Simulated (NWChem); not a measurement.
System: nitrogen (N$_{2}$); SMILES N#N

NWChem input:

```
start job
memory heap 200 mb stack 900 mb global 1100 mb
geometry units angstroms noautosym nocenter noautoz
  N      0.000000     0.000000     0.544738
  N      0.000000     0.000000    -0.544738
end
basis spherical
  * library aug-cc-pvdz
end
dft
  xc xcamb88 1.00 lyp 1.0 hfexch 1.00
  cam 0.33 cam_alpha 0.0 cam_beta 1.0
  iterations 150
end
property
  response 1 0.0
end
task dft property
```

Geometry: optimised at PBE0-D3(BJ)/def2-TZVP.

Static field.

Question: Predict the main results of this run. (LC-BLYP (range parameter 0.33 per bohr)/aug-cc-pVDZ.) Quantities: isotropic polarisability (bohr³); anisotropy (bohr³).

Answer: 
```
Property                          Result
--------------------------------  ------
isotropic polarisability (bohr³)    11.9
anisotropy (bohr³)                   4.9
```
